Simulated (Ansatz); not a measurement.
**AlSiH₅S: basis-set convergence**

How large a basis does AlSiH₅S need? Two functionals are run in growing sets.

Computed with Ansatz 0.2.0, Gaussian basis. Level: one geometry, several basis sets.

The runs, in order: PBE0-D4/def2-SVP; ωB97M-V/def2-SVP; PBE0-D4/def2-QZVPP; ωB97M-V/def2-QZVPP; the functionals' def2-TZVPP values are taken from earlier runs.

## 1. Structure used throughout

All runs share one geometry, relaxed beforehand with PBE0-D4 in a triple-zeta def2 set.

SMILES `[SiH3][AlH][SH]`, 8 atoms, charge 0, spin multiplicity 1.

Atoms are counted from 1 here; the program's logs count them from 0.

Bond lengths: Si1–Al2 2.447 Å, Si1–H4 1.489 Å, Si1–H5 1.491 Å, Si1–H6 1.491 Å, Al2–S3 2.185 Å, Al2–H7 1.585 Å, S3–H8 1.344 Å. Angles: Al2–Si1–H4 111.9°, Al2–Si1–H5 110.7°, Al2–Si1–H6 110.9°, H4–Si1–H5 108.0°, H4–Si1–H6 108.0°, H5–Si1–H6 107.2°, Si1–Al2–S3 116.7°, Si1–Al2–H7 125.6°, S3–Al2–H7 117.7°, Al2–S3–H8 94.3°.

Geometry (Å):

```xyz
8

Si   -0.98650    1.18478   -0.12775
Al    0.86080   -0.41872   -0.06302
S     0.37470   -2.44910    0.58167
H    -2.26109    0.58383    0.35302
H    -1.20667    1.67859   -1.51745
H    -0.68852    2.37384    0.72100
H     2.36615   -0.10852   -0.45028
H     1.63323   -2.90170    0.44689
```

## 2. PBE0-D4 in def2-SVP

in.yaml reads:

```yaml
crystal:
  periodic: [false, false, false]
  atoms:
    - {symbol: Si, position_ang: [-0.986498, 1.184784, -0.127749]}
    - {symbol: Al, position_ang: [0.860799, -0.418721, -0.063015]}
    - {symbol: S, position_ang: [0.374700, -2.449101, 0.581674]}
    - {symbol: H, position_ang: [-2.261088, 0.583826, 0.353021]}
    - {symbol: H, position_ang: [-1.206670, 1.678588, -1.517446]}
    - {symbol: H, position_ang: [-0.688524, 2.373842, 0.721001]}
    - {symbol: H, position_ang: [2.366153, -0.108521, -0.450278]}
    - {symbol: H, position_ang: [1.633230, -2.901697, 0.446892]}
basis:
  gaussian: {orbitals: def2-SVP}
hamiltonian: {xc: pbe0, dispersion: d4}
output: {orbitals: {seedname: orbitals}}
```

Run with:

```bash
$ ansatz run in.yaml --threads 2 --pin off --events-out ev --progress --plain --max-ram 4352MiB
```

The runs that follow: ωB97M-V in def2-SVP; PBE0-D4 in def2-QZVPP; ωB97M-V in def2-QZVPP.

**Question.** What will the summary of the whole plan be? Wanted: PBE0-D4: double and triple zeta above quadruple; ωB97M-V: double and triple zeta above quadruple.

**Answer**, as computed:

| quantity | value |
| --- | --- |
| PBE0-D4: double and triple zeta above quadruple | 9.67, 0.79 eV |
| ωB97M-V: double and triple zeta above quadruple | 9.67, 0.76 eV |

**Reading.** PBE0-D4 gains 8.88 eV from double to triple zeta, then 0.79 eV more. Total energies overstate the basis error of differences, where much of it tends to cancel.
